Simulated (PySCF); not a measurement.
C₄H₆S.
SMILES with atom numbers: `[CH:1]1=[CH:2][CH2:3][S:4][CH2:5]1` (hydrogens: H6 on C1; H7 on C2; H8, H9 on C3; H10, H11 on C5)

Structure used (PBE0-D3(BJ)/def2-SVP), in Å, numbered top down from 1:
```xyz
11
C4H6S angstrom
C     -0.6237    0.8287   -0.2854
C      0.6593    0.8466    0.0767
C      1.2814   -0.4682    0.4248
S     -0.0381   -1.7194    0.2195
C     -1.3019   -0.5042   -0.3032
H     -1.1792    1.7298   -0.5615
H      1.2535    1.7639    0.1249
H      1.6573   -0.4811    1.4621
H      2.1341   -0.7042   -0.2348
H     -2.1634   -0.5336    0.3858
H     -1.6793   -0.7574   -1.3088
```

All values: CAM-B3LYP/def2-SVPD (PySCF, non-relativistic), on one gas-phase PBE0-D3(BJ)/def2-SVP geometry that isn't relaxed in the solvent. The solvent is an IEF-PCM continuum (van der Waals radii × 1.2), and excitations are vertical TDDFT with non-equilibrium linear response and a frozen core. Only the electrostatic response of the medium enters.

```json
{"run": "gas", "E − E(gas) (kJ/mol)": "0.00", "HOMO (eV)": "-7.56", "HOMO–LUMO gap (eV)": "8.88", "dipole (D)": "1.83", "lowest singlet (eV)": "5.19", "static polarisability (au)": "64.6"}
{"run": "P", "E − E(gas) (kJ/mol)": "-14.80", "HOMO (eV)": "-7.67", "HOMO–LUMO gap (eV)": "9.03", "dipole (D)": "2.50", "lowest singlet (eV)": "5.28", "static polarisability (au)": "90.3"}
{"run": "Q", "E − E(gas) (kJ/mol)": "-10.59", "HOMO (eV)": "-7.63", "HOMO–LUMO gap (eV)": "9.01", "dipole (D)": "2.30", "lowest singlet (eV)": "5.24", "static polarisability (au)": "81.9"}
```

**Question.** The runs were made in acetonitrile and chloroform. Which run belongs to which solvent?

**Answer.** P = acetonitrile, Q = chloroform. The dielectric constants are 4.711 (chloroform), 35.69 (acetonitrile), and the energy falls further as ε rises. The optical constants n² used for the excitations are 2.09, 1.81 in the same order. In this model the ground state sees the solvent through ε alone.

**Question.** How constant is the ratio of the lowering to (ε − 1)/(2ε + 1)?

**Answer.** 
```json
{"solvent": "chloroform", "(ε − 1)/(2ε + 1)": "0.356", "E − E(gas) (kJ/mol)": "-10.59", "ratio (kJ/mol)": "-29.7", "polarisation term (kJ/mol)": "-11.98"}
{"solvent": "acetonitrile", "(ε − 1)/(2ε + 1)": "0.479", "E − E(gas) (kJ/mol)": "-14.80", "ratio (kJ/mol)": "-30.9", "polarisation term (kJ/mol)": "-17.53"}
```

The ratio changes by +3.9 % in size from chloroform to acetonitrile. The polarisation term is half the interaction of the solute with the induced surface charges.
